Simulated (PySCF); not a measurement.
What does the PBE0-D3(BJ)/def2-SVP structure of `CO[C@H]1[CH]C1` [radical] look like in three dimensions? (Doublet state.)

```
atom  x, y, z in Å
C1     1.795    0.247    0.453
O2     0.622    0.751   -0.115
C3    -0.285   -0.234   -0.461
C4    -1.246   -0.718    0.538
C5    -1.740    0.166   -0.526
H6     2.338   -0.421   -0.244
H7     2.443    1.101    0.693
H8     1.596   -0.321    1.382
H9     0.076   -0.933   -1.234
H10   -1.269   -0.596    1.622
H11   -2.332   -0.245   -1.353
H12   -1.994    1.201   -0.263
```

Any rigid rotation of these coordinates is as good. Atoms count from 1 in this order. C4 (carbon bonded to 2 C and H) is pyramidal (angles 130.8°, 130.2° and 61.9°, sum 322.9°, 0.41 Å off the plane of its three neighbours). The 3 C–C bonds span 1.468 Å (C3–C4, drawn single) to 1.510 Å (C3–C5, drawn single), a spread of 0.042 Å. Of the pairs four or more bonds apart, C4···H8 is among the closest relative to their van der Waals radii: 2.99 Å, 103 % of the sum of Bondi's values. The 3-membered ring C3–C4–C5 has internal angles of 59.0° to 61.9°.

Bonds between heavy atoms (Å): C1–O2 1.398, O2–C3 1.383, C3–C4 1.468, C4–C5 1.469, C3–C5 1.510.

Theory: PBE0-D3(BJ)/def2-SVP geometry optimisation, gas phase in PySCF 2.14.0.

Point group: C1 (no symmetry element, even within 0.4 Å). Whether it is a minimum is left open (no frequencies). ⟨S²⟩ = 0.754 (exact for a doublet: 0.75). Torsions: C1–O2–C3–C4 87°.

Time: 36 s wall. Hardware: an x86-64 server with one thread (shared host). This is the geometry optimisation.

One conformer stands for the species.
